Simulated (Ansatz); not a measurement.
Relaxation of C₄H₇NO (13 atoms, charge 0, multiplicity 1), to a largest force component of 0.02 eV/Å in at most 50 steps.

Method: RKS revPBE/def2-SVP (Ansatz 0.2.0).

```xyz
13
Properties=species:S:1:pos:R:3:forces:R:3
C -1.067 1.868 1.199 -4.71 3.84 1.65
C -0.238 1.105 0.632 0.54 -0.89 -1.84
O 0.894 0.550 0.925 3.82 -1.38 0.98
C 0.339 0.320 -0.399 -3.40 -2.37 1.52
C -0.178 -1.104 -0.629 1.09 0.49 1.44
N 0.976 -1.966 -0.727 -0.90 -1.51 -1.35
H -1.987 2.210 0.662 0.49 -0.22 0.22
H -0.919 2.316 2.181 0.15 -0.10 0.44
H 0.719 0.799 -1.214 2.02 1.68 -2.72
H -0.816 -1.450 0.230 0.22 0.28 -0.31
H -0.781 -1.157 -1.510 -0.80 0.00 -1.27
H 1.607 -1.647 -1.455 0.31 0.15 -0.48
H 1.473 -1.879 0.119 1.18 0.03 1.72
```

Where does it end, and by what steps?

It converged. After 9 steps the energy has fallen by 0.831 eV; H12 moved furthest, 0.23 Å.

| step | energy less start (eV) | largest force component (eV/Å) | accepted |
| --- | --- | --- | --- |
| 0 | 0.0000 | 4.714 | yes |
| 1 | -0.7466 | 1.442 | yes |
| 2 | -0.8166 | 0.326 | yes |
| 3 | -0.8259 | 0.174 | yes |
| 4 | -0.8289 | 0.145 | yes |
| 5 | -0.8301 | 0.084 | yes |
| 6 | -0.8306 | 0.035 | yes |
| 7 | -0.8309 | 0.026 | yes |
| 8 | -0.8307 | 0.051 | no |
| 9 | -0.8310 | 0.007 | yes |

```xyz
13
Properties=species:S:1:pos:R:3
C -1.174 1.990 1.220
C -0.262 1.181 0.667
O 0.933 0.602 0.976
C 0.301 0.329 -0.362
C -0.123 -1.118 -0.595
N 0.971 -2.073 -0.786
H -2.074 2.268 0.655
H -1.032 2.389 2.235
H 0.863 0.806 -1.192
H -0.744 -1.449 0.264
H -0.786 -1.141 -1.489
H 1.538 -1.804 -1.602
H 1.608 -2.016 0.021
```

Whether the end is a true minimum wasn't checked by a vibrational analysis.

Time of the run: 26 s on 2 threads of Arm Neoverse V1, on a shared host, peak memory 0.15 GiB.
